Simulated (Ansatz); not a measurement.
The input, for Ansatz 0.2.0:

```yaml
crystal:
  periodic: [false, false, false]
  atoms:
    - {symbol: C, position_ang: [-1.263055, 0.000000, 0.000000]}
    - {symbol: H, position_ang: [-1.626261, 1.027301, 0.000000]}
    - {symbol: H, position_ang: [-1.626261, -0.513650, 0.889668]}
    - {symbol: H, position_ang: [-1.626261, -0.513650, -0.889669]}
    - {symbol: H, position_ang: [-0.011055, 0.000000, 0.000000]}
    - {symbol: N, position_ang: [1.434945, 0.000000, 0.000000]}
basis:
  gaussian: {orbitals: cc-pVDZ}
magnetization: {spin_polarized: true, initial_magnetization: 3}
correlation: {method: ccsdt_q, electrons: outside_noble_gas}
```

```sh
$ ansatz run in.yaml --threads 1 --pin off --events-out ev --progress --plain --max-ram 2393MiB
```

Log:

```
890 factors; integrals over basis functions are off by at most 1.7e-7 eV
mean field evaluation 1: about -2570.8568 eV, gradient 1.5e1 eV
mean field evaluation 2: about -2570.8911 eV, gradient 1.5e1 eV
mean field evaluation 4: about -2572.5028 eV, gradient 2.2e0 eV
mean field evaluation 8: about -2572.5683 eV, gradient 1.7e-1 eV
mean field evaluation 16: about -2572.2132 eV, gradient 6.0e0 eV
mean field -2572.56902687 eV, -94.5401679877 hartree, gradient 9.0e-6 eV, S^2 3.770658; 0 other end points of the search recorded, 0 dependent functions left out
2 core orbitals not correlated: weight in the atoms' cores, before any rotation towards them, 1.000 or more for the frozen orbitals, at most 0.000 for the correlated occupied ones
reference -2572.56902687 eV, -94.5401679877 hartree; 8, 5 occupied and 38, 41 virtual orbitals, 890 factors
second order -6.62044656 eV of doubles, -0.00000000 eV of singles
cycle   1  -7.42409405 eV  change   -8.0e-1 eV  update   6.3e-2
cycle   2  -7.81905691 eV  change   -3.9e-1 eV  update   2.5e-2
cycle   3  -7.89051216 eV  change   -7.1e-2 eV  update   1.0e-2
cycle   4  -7.88862812 eV  change    1.9e-3 eV  update   4.8e-3
cycle   5  -7.88977568 eV  change   -1.1e-3 eV  update   2.4e-3
cycle   6  -7.89025483 eV  change   -4.8e-4 eV  update   1.3e-3
cycle   7  -7.89033282 eV  change   -7.8e-5 eV  update   5.6e-4
cycle   8  -7.89064480 eV  change   -3.1e-4 eV  update   2.4e-4
cycle   9  -7.89067577 eV  change   -3.1e-5 eV  update   9.3e-5
cycle  10  -7.89059044 eV  change    8.5e-5 eV  update   4.5e-5
cycle  11  -7.89056075 eV  change    3.0e-5 eV  update   2.0e-5
cycle  12  -7.89057463 eV  change   -1.4e-5 eV  update   8.4e-6
cycle  13  -7.89058598 eV  change   -1.1e-5 eV  update   4.3e-6
cycle  14  -7.89059125 eV  change   -5.3e-6 eV  update   1.9e-6
cycle  15  -7.89059216 eV  change   -9.1e-7 eV  update   8.6e-7
perturbative correction -0.00733904 eV, -0.0002697048 hartree
Total energy: -2580.46695807 eV, -94.8304116059 hartree
```

Ran on 1 thread of Intel Xeon Platinum 8259CL, shared host: 54 s wall, 0.68 GiB peak host memory.
